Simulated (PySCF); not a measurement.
## Relative stability

The two ends of one reaction step of BH₂ClO, closed shell (PBE0-D4/def2-TZVP).

A:

```json
{"atom": "B1", "x (Å)": "-0.5490", "y (Å)": "0.1850", "z (Å)": "-1.1014"}
{"atom": "H2", "x (Å)": "0.8768", "y (Å)": "-0.2384", "z (Å)": "1.8088"}
{"atom": "O3", "x (Å)": "-0.8343", "y (Å)": "-0.9779", "z (Å)": "-1.2265"}
{"atom": "H4", "x (Å)": "0.5915", "y (Å)": "-0.8445", "z (Å)": "1.4787"}
{"atom": "Cl5", "x (Å)": "-0.1535", "y (Å)": "1.8091", "z (Å)": "-0.9323"}
```

B:

| atom | x (Å) | y (Å) | z (Å) |
| --- | --- | --- | --- |
| B1 | 0.0325 | 0.3163 | -0.0338 |
| H2 | 0.5494 | 0.7976 | 0.9291 |
| O3 | -0.2227 | -0.9973 | -0.1481 |
| H4 | 0.0547 | -1.4995 | 0.6225 |
| Cl5 | -0.4185 | 1.3620 | -1.3651 |

Computed with PySCF 2.14 with density fitting (its default auxiliary sets; JK sets also for MP2 and CCSD(T)) (basis: def2-TZVPP); correlated methods freeze the cores. B3LYP uses VWN-RPA correlation.

Which structure is lower at CCSD(T), and by how much? (An estimate is asked for; the value comes from the calculation.)

The calculation gives: B, by 103.6 kJ/mol (electronic energy, against the other). By their contacts, A is a complex of BClO + H₂ and B is BH₂ClO ([OH][BH][Cl]).

All methods give the same order:

| method | E(B) − E(A) (kJ/mol) |
| --- | --- |
| SPW92 | -131.8 |
| PBE-D4 | -98.9 |
| r2SCAN-D4 | -106.9 |
| PBE0-D4 | -117.9 |
| B3LYP-D4 | -98.9 |
| BHLYP-D4 | -119.7 |
| wB97M-V | -108.7 |
| HF | -125.0 |
| MP2 | -96.4 |
| CCSD | -110.3 |
| CCSD(T) | -103.6 |

No T1 diagnostic of these runs exceeds 0.016.

Labels in which every atom is bracketed show which atoms are joined, not bond orders.

For scale, one of the runs: CCSD(T)/def2-TZVPP, 132 basis functions, launched by `OMP_NUM_THREADS=4 python run.py`. Time: 41 s of wall clock on 4 CPU threads of an Arm Neoverse V2; the host was shared. Peak host memory: 0.72 GiB.
